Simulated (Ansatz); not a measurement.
A nudged elastic band was laid between two geometries of CH7AlS (10 atoms, charge 0, multiplicity 1).

Theory: RKS r2SCAN-D4/6-31G* in Ansatz 0.2.0.

| Property | Result |
| --- | --- |
| movable images | 7 |
| climbing image | yes |
| spring | 5.0 eV/Å² |
| optimiser | quadratic models (default) |
| start path | through a guess of the saddle point |
| force threshold | 0.05 eV/Å |
| iteration limit | 60 |
| end points | relaxed |

First end point:

```xyz
10
Properties=species:S:1:pos:R:3
Al 0.064 -0.089 0.265
C 0.007 0.292 2.204
H -0.925 -0.042 2.681
H 0.846 -0.164 2.749
H 0.077 1.374 2.389
H 1.461 0.022 -0.511
H -1.284 0.046 -0.597
S -0.034 -2.694 0.420
H -1.334 -2.848 0.101
H -0.270 -2.786 1.744
```

Last end point:

```xyz
10
Properties=species:S:1:pos:R:3
Al 0.087 -0.738 -0.348
C -0.052 -0.049 2.687
H -0.465 0.109 3.688
H 1.020 0.161 2.694
H -0.563 0.632 1.997
H 1.554 -0.155 -0.238
H -1.227 0.112 -0.618
S -0.093 -2.927 -0.326
H -1.431 -2.939 -0.502
H -0.224 -1.096 2.411
```

(1) Which bonds break or form, and what moves?

(2) What energy profile does the band end with?

(3) What is the geometry of the highest image?

## Answers

(1) Bonds broken: Al1–C2, S8–H10. Bonds formed: C2–H10. CH7AlS becomes AlH3S + CH4.

(2) The forces met the threshold. The highest image is number 3 of 0 to 8, 51.3 kJ/mol above the first end and 149.5 kJ/mol above the last; the last end lies 98.2 kJ/mol below the first. A structure lower than the first end lies on the path between it and the top, so the climb from that side starts below the end, which may itself be a saddle point or a shallow side well. A vibrational analysis at the climbing image gives one clearly imaginary mode, 870i cm⁻¹: a first-order saddle point. The orbitals stay closed-shell, which can raise the energy where a bond breaks towards radicals; this wasn't checked here.

| image | path coordinate (Å) | energy (kJ/mol) | Al1–C2 (Å) | S8–H10 (Å) | C2–H10 (Å) |
| --- | --- | --- | --- | --- | --- |
| 0 | 0.00 | 0.0 | 1.98 | 1.35 | 3.12 |
| 1 | 0.83 | -2.1 | 1.98 | 1.35 | 3.21 |
| 2 | 1.66 | 12.6 | 1.98 | 1.35 | 2.36 |
| 3 | 2.48 | 51.3 | 2.08 | 1.57 | 1.61 |
| 4 | 3.15 | -49.1 | 2.41 | 2.18 | 1.14 |
| 5 | 3.81 | -90.5 | 2.78 | 2.67 | 1.10 |
| 6 | 4.48 | -97.3 | 3.02 | 3.06 | 1.10 |
| 7 | 5.14 | -97.9 | 3.08 | 3.20 | 1.10 |
| 8 | 5.81 | -98.2 | 3.11 | 3.29 | 1.10 |

(3) 
```xyz
10
Properties=species:S:1:pos:R:3
Al 0.059 -0.287 0.123
C -0.060 -0.105 2.197
H -0.979 -0.340 2.747
H 0.806 -0.350 2.824
H -0.053 0.998 2.106
H 1.528 0.064 -0.367
H -1.305 0.157 -0.562
S -0.006 -2.705 0.434
H -1.354 -2.769 0.446
H -0.029 -1.550 1.496
```

The run took 7.9 min on 1 thread of Arm Neoverse V1 (shared host), peak memory 0.13 GiB.
